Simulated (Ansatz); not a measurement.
CF, quartet: stretch scan

Starting geometry (PBE0/def2-TZVP stationary point for this spin):

```yaml
atoms:
  - { symbol: C, position_ang: [0.0000, 0.0000, 0.0000] }
  - { symbol: F, position_ang: [0.0000, 0.0000, 1.3159] }
```

From there F2 moves along the line of the two atoms named below, all else staying in place; atoms are numbered as listed. Energies are in kcal/mol, counted from the starting geometry at the same level.

Basis 6-31G; Ansatz 0.2.0. Only valence electrons are correlated (noble-gas cores frozen). Prefix R: restricted or restricted open-shell reference.

Coupled cluster chose its determinant by trial CCSD, here up to 0.04 eV above the lowest Hartree–Fock solution of its kind, and MP2 stands on that determinant too. The reference follows the lowest state, whose symmetry changes along the scan.

Full CI is exact within this basis and frozen core; it isn't the basis-set limit.

| distance C1-F2 (Å) | RMP2 |
| --- | --- |
| 1.079 | 80.4 |
| 1.181 | 27.2 |
| 1.316 | 0.0 |
| 1.446 | -2.6 |
| 1.625 | 9.2 |
| 1.859 | 43.5 |
| 2.133 | 41.9 |
| 2.464 | 38.5 |
| 2.824 | 37.9 |
| 3.500 | 38.5 |
| 4.396 | 38.9 |

Q: Estimate the full CI curve in 6-31G from this one, knowing how RMP2 errs.

A: The computed full CI values, in kcal/mol from the starting point, and the error of RMP2 against them:
```
distance C1-F2 (Å)  full CI  RMP2 less full CI
             1.079     81.4               -0.9
             1.181     27.8               -0.6
             1.316      0.0                0.0
             1.446     -3.4                0.8
             1.625      6.9                2.3
             1.859     23.3               20.2
             2.133     31.6               10.3
             2.464     31.1                7.4
             2.824     30.5                7.4
             3.500     31.2                7.3
             4.396     31.6                7.3
```

Full CI's occupations show more than one leading determinant at 4.396.

The error spans 21.1 kcal/mol and is largest, 20.2 kcal/mol, at 1.859 Å.
